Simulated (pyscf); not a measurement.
# Routes from HF (SMILES F) + HO–SiH•–F (SMILES O[SiH]F)

Candidate steps break at most two bonds and form at most two. Each was searched with GFN2-xTB (tblite) first. Single points on ωB97X-D3(BJ)/def2-SVP structures (PySCF, gas phase). Energies: ωB97M-D3(BJ)/def2-TZVP, kcal/mol, from the separated reactants, doublet surface; ΔG‡ with ideal gas, 1 atm, RRHO with modes under 100 cm⁻¹ raised to 100, one conformer, R ln 2 for chiral ones without a mode under 150 cm⁻¹.

| products | type | ΔE‡ | ΔE | ΔG‡ 298 K | ΔG‡ 900 K | ν‡ (cm⁻¹) |
|---|---|---|---|---|---|---|
| F–SiH•–F + H₂O | four-centre exchange | 10.5 | -8.5 | 20.5 | 42.6 | 767i |
| HO–SiH(F)–F + H• | atom transfer | 13.3 | -27.2 | 21.3 | 41.9 | 801i |
| HO–Si•(F)–F + H₂ | concerted two-bond exchange | 22.8 | -30.2 | 30.6 | 51.1 | 1064i |

Row 1: On the reactant side the descent ends in a complex, 5.9 kcal/mol under the separated species and 17.2 kcal/mol under the saddle at ωB97X-D3(BJ)/def2-TZVP. 

Plain bond fissions and candidates not yet searched are not listed, and one of them may be faster. Each barrier is that of the saddle found; lower ones may exist.
